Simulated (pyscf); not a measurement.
PySCF, gas phase, ωB97X-D3(BJ)/def2-SVP geometries. MP2 and CC: frozen core, UHF for open shells. ΔMP2 is the change of the MP2 total energy from the triple- to the quadruple-zeta basis.

Problem. PBE/def2-TZVP puts the barrier of H₃C–AlH₂ + ammonia (NH₃) → methane (CH₄) + H₂N–AlH₂ (four-centre exchange; singlet surface; Al–C, H–N broken, C–H, Al–N formed) at 0.02 eV and the reaction energy at -1.08 eV, from the separated reactants. What do B3LYP-D3(BJ)/def2-TZVP, ωB97M-D3(BJ)/def2-TZVP, CCSD(T)/def2-TZVPP + ΔMP2(QZVPP) give on the same structures?

Solution. B3LYP-D3(BJ): ΔE‡ = 0.17 eV, ΔE = -1.15 eV; ωB97M-D3(BJ): ΔE‡ = 0.19 eV, ΔE = -1.11 eV; CCSD(T): ΔE‡ = 0.25 eV, ΔE = -1.11 eV. PBE's barrier lies under all of them, by 0.15 to 0.23 eV. Its reaction energy lies over all of them, by 0.03 to 0.07 eV. Low barriers are usual for a GGA, whose delocalisation error favours stretched bonds. On the reactant side the descent ends in an adduct with a Al–N contact, 1.30 eV under the separated species and 1.44 eV under the saddle at ωB97X-D3(BJ)/def2-TZVP. What is counted as formed (Al–N) is already present as a longer contact in the reactant adduct; forming that adduct is a step of its own. At the saddle there is also a short Al–H contact that neither side keeps. At ωB97X-D3(BJ) the barrier from the zero used here is 0.14 eV. One saddle was located; it need not be the lowest between these sides. The CCSD(T) − MP2 part came from Ansatz, without density fitting, on the same reference.
